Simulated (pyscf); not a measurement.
Optimised with ωB97X-D3(BJ)/def2-SVP in PySCF.

SMILES: CCOC
```xyz
12

C     -0.7876    -0.3137     1.8158
C     -0.1147     0.5745     0.7738
O     -0.8125     0.6423    -0.4479
C     -0.7139    -0.5090    -1.2400
H     -0.7918    -1.3736     1.5165
H     -0.2567    -0.2421     2.7784
H     -1.8306     0.0049     1.9688
H      0.9283     0.2359     0.5994
H     -0.0619     1.6098     1.1471
H      0.3431    -0.7809    -1.4380
H     -1.2131    -1.3873    -0.7868
H     -1.2044    -0.2953    -2.2012
```

Question: How much does it cost (ΔH, 298 K, ωB97M-D3(BJ)/def2-TZVP) to split H₃C–CH₂–O–CH₃ (SMILES CCOC) at its C–H bond into •H₂C–CH₂–O–CH₃ + H•?

Answer: C–H to •H₂C–CH₂–O–CH₃ + H•: 4.38 eV. The 7 functionals that were run give +4.14 (r²SCAN) to +4.38 eV (ωB97M-D3(BJ)). H₃C–CH₂–O–CH₃ lies 0.41 eV over its isomer H₃C–CH₂–CH₂–OH, and others may lie lower still (electronic energy, ωB97M-D3(BJ)). •H₂C–CH₂–O–CH₃ lies 0.74 eV over its isomer H₃C–CH₂–CH•–OH, and others may lie lower still (electronic energy, ωB97M-D3(BJ)).
